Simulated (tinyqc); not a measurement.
RHF in the sto-6g basis, for H2O, spin multiplicity 1, step by step (part 2 of 2). Computed by tinyqc, a small Python program that keeps every step (integrals from PySCF). Command: `OMP_NUM_THREADS=1 python tinyqc.py 29650 29651 out.jsonl` (the two numbers bound the seeds that draw the settings). One thread of a shared host (Intel(R) Xeon(R) Processor @ 2.60GHz), about 0.2 s of CPU time with the checks.

Geometry (angstrom):

| atom | x | y | z |
|---|---|---|---|
| O | 0.000000 | 0.000000 | 0.000000 |
| H | 0.000000 | 0.925000 | 0.854000 |
| H | 0.000000 | -0.927000 | 0.856000 |

## Iteration 2: diagonalisation and new density

extrapolated F (hartree):
```
             1O 1s      1O 2s     1O 2px     1O 2py     1O 2pz      2H 1s      3H 1s
1O 1s   -20.248227  -4.910526   0.000000  -0.000042  -0.022154  -0.594258  -0.590404
1O 2s    -4.910526  -2.142389   0.000000  -0.000277  -0.064017  -0.592230  -0.589444
1O 2px    0.000000   0.000000  -0.218671   0.000000   0.000000   0.000000   0.000000
1O 2py   -0.000042  -0.000277   0.000000  -0.117494  -0.000268  -0.280768   0.279992
1O 2pz   -0.022154  -0.064017   0.000000  -0.000268  -0.120587  -0.285553  -0.284886
2H 1s    -0.594258  -0.592230   0.000000  -0.280768  -0.285553  -0.285620  -0.189653
3H 1s    -0.590404  -0.589444   0.000000   0.279992  -0.284886  -0.189653  -0.284219
```

X:
```
            1O 1s      1O 2s    1O 2px     1O 2py     1O 2pz      2H 1s      3H 1s
1O 1s    1.021857  -0.127755  0.000000  -0.000023  -0.004969   0.014190   0.014127
1O 2s   -0.127755   1.097572  0.000000   0.000265   0.046955  -0.162717  -0.161687
1O 2px   0.000000   0.000000  1.000000   0.000000   0.000000   0.000000   0.000000
1O 2py  -0.000023   0.000265  0.000000   1.039009   0.000146  -0.124017   0.123479
1O 2pz  -0.004969   0.046955  0.000000   0.000146   1.028741  -0.099927  -0.099396
2H 1s    0.014190  -0.162717  0.000000  -0.124017  -0.099927   1.077200  -0.053528
3H 1s    0.014127  -0.161687  0.000000   0.123479  -0.099396  -0.053528   1.076492
```

D after iteration 1:
```
            1O 1s      1O 2s    1O 2px     1O 2py     1O 2pz      2H 1s      3H 1s
1O 1s    2.104319  -0.448051  0.000000   0.000135   0.089796  -0.025125  -0.025057
1O 2s   -0.448051   1.945815  0.000000  -0.000912  -0.485170   0.035709   0.035889
1O 2px   0.000000   0.000000  2.000000   0.000000   0.000000   0.000000   0.000000
1O 2py   0.000135  -0.000912  0.000000   1.139408  -0.000363   0.532843  -0.533176
1O 2pz   0.089796  -0.485170  0.000000  -0.000363   1.230343   0.488592   0.488885
2H 1s   -0.025125   0.035709  0.000000   0.532843   0.488592   0.473229  -0.025404
3H 1s   -0.025057   0.035889  0.000000  -0.533176   0.488885  -0.025404   0.473323
```

overlap S:
```
           1O 1s     1O 2s    1O 2px     1O 2py    1O 2pz     2H 1s      3H 1s
1O 1s   1.000000  0.231145  0.000000   0.000000  0.000000  0.027627   0.027447
1O 2s   0.231145  1.000000  0.000000   0.000000  0.000000  0.303264   0.301884
1O 2px  0.000000  0.000000  1.000000   0.000000  0.000000  0.000000   0.000000
1O 2py  0.000000  0.000000  0.000000   1.000000  0.000000  0.205577  -0.204790
1O 2pz  0.000000  0.000000  0.000000   0.000000  1.000000  0.189797   0.189105
2H 1s   0.027627  0.303264  0.000000   0.205577  0.189797  1.000000   0.151491
3H 1s   0.027447  0.301884  0.000000  -0.204790  0.189105  0.151491   1.000000
```

A level shift of 0.5 hartree raises the virtual space: F + shift (S - S D(s) S), with D(s) the density of one spin (D/2). Diagonalise F' = X^T F X, C = X C', fill 5 alpha and 5 beta electrons from the bottom; D = 2 C_occ C_occ^T. Each column has its largest component positive (the first on a tie).

F' = X^T F X (hartree):
```
            1          2          3          4          5          6          7
1  -19.925257  -2.492604   0.000000  -0.000109  -0.049103  -0.048278  -0.047517
2   -2.492604  -1.137044   0.000000   0.000471   0.146671  -0.397793  -0.395778
3    0.000000   0.000000  -0.218671   0.000000   0.000000   0.000000   0.000000
4   -0.000109   0.000471   0.000000   0.176355   0.000141  -0.475318   0.474466
5   -0.049103   0.146671   0.000000   0.000141   0.127687  -0.416641  -0.415788
6   -0.048278  -0.397793   0.000000  -0.475318  -0.416641   0.284746  -0.085122
7   -0.047517  -0.395778   0.000000   0.474466  -0.415788  -0.085122   0.284299
```

orbital energies (hartree): MO1 -20.251334, MO2 -1.061413, MO3 -0.405516, MO4 -0.327984, MO5 -0.218671, MO6 0.905489, MO7 0.951545

coefficients C:
```
              MO1        MO2        MO3        MO4       MO5        MO6        MO7
1O 1s    0.996814  -0.226616   0.000436   0.090060  0.000000  -0.088486  -0.002344
1O 2s    0.013951   0.893107  -0.002317  -0.459486  0.000000   0.516376   0.014029
1O 2px   0.000000   0.000000   0.000000   0.000000  1.000000   0.000000   0.000000
1O 2py   0.000006   0.000322   0.670673  -0.001767  0.000000  -0.019659   0.812388
1O 2pz   0.001886   0.085049   0.001761   0.716963  0.000000   0.747514   0.018696
2H 1s   -0.002155   0.159892   0.430566   0.351709  0.000000  -0.623743  -0.701112
3H 1s   -0.002142   0.159151  -0.429155   0.354159  0.000000  -0.656501   0.668760
```

D after iteration 2:
```
            1O 1s      1O 2s    1O 2px     1O 2py     1O 2pz      2H 1s      3H 1s
1O 1s    2.106207  -0.459737  0.000000   0.000134   0.094354  -0.013039  -0.012986
1O 2s   -0.459737   2.017936  0.000000  -0.000910  -0.506909  -0.039666  -0.039256
1O 2px   0.000000   0.000000  2.000000   0.000000   0.000000   0.000000   0.000000
1O 2py   0.000134  -0.000910  0.000000   0.899611  -0.000117   0.576399  -0.576795
1O 2pz   0.094354  -0.506909  0.000000  -0.000117   1.042551   0.533030   0.533390
2H 1s   -0.013039  -0.039666  0.000000   0.576399   0.533030   0.669313  -0.069535
3H 1s   -0.012986  -0.039256  0.000000  -0.576795   0.533390  -0.069535   0.669873
```

## Iteration 11 (converged): orbitals

converged F (hartree):
```
             1O 1s      1O 2s     1O 2px     1O 2py     1O 2pz      2H 1s      3H 1s
1O 1s   -20.552538  -4.967798   0.000000  -0.000041  -0.020580  -0.600408  -0.596514
1O 2s    -4.967798  -2.292586   0.000000  -0.000314  -0.039600  -0.605492  -0.602562
1O 2px    0.000000   0.000000  -0.401076   0.000000   0.000000   0.000000   0.000000
1O 2py   -0.000041  -0.000314   0.000000  -0.189205  -0.000467  -0.298929   0.298087
1O 2pz   -0.020580  -0.039600   0.000000  -0.000467  -0.217108  -0.300969  -0.300231
2H 1s    -0.600408  -0.605492   0.000000  -0.298929  -0.300969  -0.306911  -0.183188
3H 1s    -0.596514  -0.602562   0.000000   0.298087  -0.300231  -0.183188  -0.305191
```

Diagonalise F' = X^T F X, C = X C', fill 5 alpha and 5 beta electrons from the bottom; D = 2 C_occ C_occ^T. Each column has its largest component positive (the first on a tie).

F' = X^T F X (hartree):
```
            1          2          3          4          5          6          7
1  -20.231370  -2.490620   0.000000  -0.000087  -0.040587  -0.060428  -0.059629
2   -2.490620  -1.344436   0.000000   0.000246   0.085574  -0.302453  -0.300790
3    0.000000   0.000000  -0.401076   0.000000   0.000000   0.000000   0.000000
4   -0.000087   0.000246   0.000000  -0.054494  -0.000072  -0.318640   0.317796
5   -0.040587   0.085574   0.000000  -0.000072  -0.112947  -0.276437  -0.275570
6   -0.060428  -0.302453   0.000000  -0.318640  -0.276437  -0.054384  -0.058790
7   -0.059629  -0.300790   0.000000   0.317796  -0.275570  -0.058790  -0.054711
```

orbital energies (hartree): MO1 -20.555283, MO2 -1.183879, MO3 -0.476114, MO4 -0.434939, MO5 -0.401076, MO6 0.371998, MO7 0.425874

coefficients C:
```
              MO1        MO2        MO3        MO4       MO5        MO6        MO7
1O 1s    0.997018  -0.234057   0.000898   0.075519  0.000000  -0.080029  -0.001475
1O 2s    0.013085   0.937403  -0.004896  -0.407231  0.000000   0.480591   0.009190
1O 2px   0.000000   0.000000   0.000000   0.000000  1.000000   0.000000   0.000000
1O 2py   0.000006   0.000337   0.638556  -0.005913  0.000000  -0.013543   0.837970
1O 2pz   0.001758   0.051829   0.006556   0.699046  0.000000   0.767359   0.012837
2H 1s   -0.002054   0.116971   0.459447   0.377922  0.000000  -0.622125  -0.678695
3H 1s   -0.002041   0.116305  -0.452846   0.386746  0.000000  -0.642968   0.656954
```

D after iteration 11:
```
            1O 1s      1O 2s    1O 2px     1O 2py     1O 2pz      2H 1s      3H 1s
1O 1s    2.109064  -0.474237  0.000000   0.000108   0.084838  -0.000946  -0.000914
1O 2s   -0.474237   2.089513  0.000000  -0.000804  -0.472195  -0.093058  -0.092560
1O 2px   0.000000   0.000000  2.000000   0.000000   0.000000   0.000000   0.000000
1O 2py   0.000108  -0.000804  0.000000   0.815577   0.000141   0.582375  -0.582830
1O 2pz   0.084838  -0.472195  0.000000   0.000141   0.982795   0.546512   0.546817
2H 1s   -0.000946  -0.093058  0.000000   0.582375   0.546512   0.735206  -0.096580
3H 1s   -0.000914  -0.092560  0.000000  -0.582830   0.546817  -0.096580   0.736346
```

## Convergence

Stop when the energy changes by less than 1e-08 hartree and every element of the error matrix X^T (F D S - S D F) X is below 3e-05.

Course of the cycle:

| iteration | E (hartree) | change | largest element of the error matrix |
|---|---|---|---|
| 1 | -75.61825730 | - | 7.05e-01 |
| 2 | -75.50355084 | 1.15e-01 | 2.24e-01 |
| 3 | -75.57307202 | -6.95e-02 | 5.72e-02 |
| 4 | -75.57819561 | -5.12e-03 | 2.20e-02 |
| 5 | -75.57905578 | -8.60e-04 | 7.97e-03 |
| 6 | -75.57915057 | -9.48e-05 | 2.89e-03 |
| 7 | -75.57916255 | -1.20e-05 | 9.93e-04 |
| 8 | -75.57916405 | -1.50e-06 | 3.72e-04 |
| 9 | -75.57916428 | -2.29e-07 | 1.38e-04 |
| 10 | -75.57916431 | -3.19e-08 | 5.30e-05 |
| 11 | -75.57916432 | -4.48e-09 | 2.02e-05 |

PySCF RHF in the same basis = -75.57916432 hartree

Converged in 11 iterations.

## Populations, bond orders and dipole

Mulliken: Z minus the diagonal of D S on the atom; Loewdin: the same with S^(1/2) D S^(1/2); Mayer order: 2 sum_s sum (D(s) S)_ij (D(s) S)_ji over the two atoms.

Charges (e):

| atom | Mulliken | Loewdin |
|---|---|---|
| 1O | -0.167712 | -0.128576 |
| 2H | 0.084223 | 0.064549 |
| 3H | 0.083489 | 0.064027 |

Mayer bond orders:

| pair | order |
|---|---|
| 2-1 | 0.992054 |
| 3-1 | 0.992177 |
| 3-2 | 0.000853 |

dipole moment about the origin, x y z (debye): 0.000000  0.002542  1.390765
